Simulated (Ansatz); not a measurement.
I need vertical spin-state energies of C4H5Cl, SMILES C#CC(C)Cl. Use Ansatz 0.2.0, Python API. Settings (for the species named): CAM-B3LYP, cc-pVDZ basis, multiplicity 1.

`c4h5cl.xyz`
```text
10

C     2.25470   -0.40510   -0.27270
C     1.16660    0.06970   -0.08790
C    -0.16280    0.65090    0.14340
C    -1.24240   -0.41930    0.17760
Cl   -0.49910    1.80730   -1.17230
H     3.22070   -0.82190   -0.44350
H    -0.17160    1.21740    1.07980
H    -1.27950   -0.99030   -0.75760
H    -1.05620   -1.13240    0.98870
H    -2.23030    0.02370    0.34430
```

Script `spin_c4h5cl.py`:
```python
# -*- coding: utf-8 -*-
"""Vertical spin-state energies of C4H5Cl."""

import ansatz as az

BASIS = "cc-pVDZ"
XC = "CAM-B3LYP"

molecule = az.Crystal.molecule_from_extxyz("c4h5cl.xyz")

setup = (
    molecule.calculation()
    .basis(gaussian=BASIS)
    .functional(XC)
    .accuracy("high")
)
found = {}
for unpaired in [0, 2]:
    data = setup.spin("collinear", total=unpaired).run(threads=1).report
    s = unpaired / 2
    found[unpaired] = data["free_energy_ev"]
    print(f"2S+1 = {unpaired + 1}: E = {found[unpaired]:.5f} eV, <S^2> = {abs(data['mean_field']['state']['spin_squared']):.3f} (pure state {s * (s + 1):.2f})")
lowest = min(found, key=found.get)
for unpaired, e in found.items():
    print(f"multiplicity {unpaired + 1}: {23.060548 * (e - found[lowest]):.1f} kcal/mol above the lowest")
```

Output of `python spin_c4h5cl.py`:
```text
2S+1 = 1: E = -16748.24184 eV, <S^2> = 0.000 (pure state 0.00)
2S+1 = 3: E = -16742.75349 eV, <S^2> = 2.007 (pure state 2.00)
multiplicity 1: 0.0 kcal/mol above the lowest
multiplicity 3: 126.6 kcal/mol above the lowest
```

In order: multiplicity 1 (+0.00 eV) and multiplicity 3 (+5.49 eV), all at the one geometry.

What to keep in mind:
- These settings explore the input space; basis and method may be short of convergence.
- The geometry is a force-field or estimated start, not a minimum of this method, and the basis set is short of its limit. All parts are taken at fixed geometry, without zero-point energy.
- Hardware and time: 62 s on 1 thread of AMD EPYC 7R43 64-Core Processor (Zen 3), on a shared host, peak memory 0.67 GiB.
